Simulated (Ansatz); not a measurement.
The input, for Ansatz 0.2.0:

```yaml
crystal:
  periodic: [false, false, false]
  atoms:
    - {symbol: N, position_ang: [0.000000, 0.000000, 0.000000]}
    - {symbol: S, position_ang: [0.000000, 0.000000, 3.312000]}
basis:
  gaussian: {orbitals: 6-31G}
magnetization: {spin_polarized: false, initial_magnetization: 1}
correlation: {method: ccsdtq, electrons: outside_noble_gas}
```

```sh
$ ansatz run in.yaml --threads 1 --pin off --events-out ev --progress --plain --max-ram 2393MiB
```

The program prints:

```
436 factors; integrals over basis functions are off by at most 3.1e-8 eV
mean field evaluation 1: about -12264.1514 eV, gradient 5.4e1 eV
mean field evaluation 2: about -12264.1617 eV, gradient 5.4e1 eV
mean field evaluation 4: about -12205.3121 eV, gradient 1.2e2 eV
mean field evaluation 8: about -12288.5403 eV, gradient 9.8e0 eV
mean field evaluation 16: about -12289.7588 eV, gradient 8.9e-7 eV
mean field evaluation 32: about -12287.3810 eV, gradient 3.5e-1 eV
mean field evaluation 64: about -12289.5338 eV, gradient 1.5e0 eV
mean field evaluation 96: about -12289.6482 eV, gradient 1.1e-5 eV
mean field evaluation 128: about -12289.5886 eV, gradient 6.7e-1 eV
mean field evaluation 160: about -12289.6223 eV, gradient 1.1e-5 eV
...
cycle 290  -14.13809928 eV  change    9.0e-3 eV  update   3.1e-3
cycle 291  -14.14651780 eV  change   -8.4e-3 eV  update   1.5e-3
cycle 292  -14.14509227 eV  change    1.4e-3 eV  update   3.1e-3
cycle 293  -14.14614957 eV  change   -1.1e-3 eV  update   2.8e-3
cycle 294  -14.14583306 eV  change    3.2e-4 eV  update   3.0e-3
cycle 295  -14.14482115 eV  change    1.0e-3 eV  update   2.9e-3
cycle 296  -14.16087249 eV  change   -1.6e-2 eV  update   2.7e-3
cycle 297  -14.14755564 eV  change    1.3e-2 eV  update   5.6e-3
cycle 298  -14.15152841 eV  change   -4.0e-3 eV  update   3.1e-3
cycle 299  -14.17338664 eV  change   -2.2e-2 eV  update   3.7e-3
Error: not converged in 300 cycles: update norm 7.588e-3, energy change 1.162e-2 eV, smallest ratio of the change in the update to the step in singles and doubles: 1.4e-4
```

The run gave no result to rely on (not converged).

Ran on 1 thread of AMD EPYC 9R45, shared host: 7.8 min wall, 0.72 GiB peak host memory.
